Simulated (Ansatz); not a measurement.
Reaction (SMILES): OO (H2O2) → H2O2+ (doublet, bonded as OO) + e-
B3LYP-D3(BJ)/def2-TZVP geometries, fixed; electronic energies without zero-point terms.

Basis-set convergence of the adiabatic ionisation energy at MP2 with Ansatz (a quantum-chemistry and plane-wave program). Cartesian d functions, on some or all atoms, in 6-31G*, 6-31+G*; all else is spherical. Cores are frozen. Open shells are unrestricted. No added dispersion term, no relativity. Functions are those of the species that has most. Reference: Hartree-Fock in cc-pVQZ plus the correlation part extrapolated as X^-3 from cc-pVTZ and cc-pVQZ, 10.634 eV, itself unsure by roughly 0.039 eV (a third of the extrapolation step and of the last Hartree-Fock step). Deviations are taken from unrounded values.

```tsv
basis	functions	adiabatic ionisation energy (eV)	minus reference (eV)
6-31G*	34	9.964	-0.670
def2-SVP	38	10.005	-0.630
6-31+G*	42	10.269	-0.365
6-311G**	48	10.088	-0.546
6-311++G(2d,2p)	74	10.471	-0.163
def2-TZVP	74	10.377	-0.257
cc-pVTZ	88	10.372	-0.262
def2-TZVPP	90	10.442	-0.192
jun-cc-pV(T+d)Z	106	10.517	-0.117
aug-pcseg-2	138	10.531	-0.103
def2-QZVPP	174	10.553	-0.081
pcseg-3	186	10.565	-0.069
def2-QZVPPD	198	10.573	-0.061
```
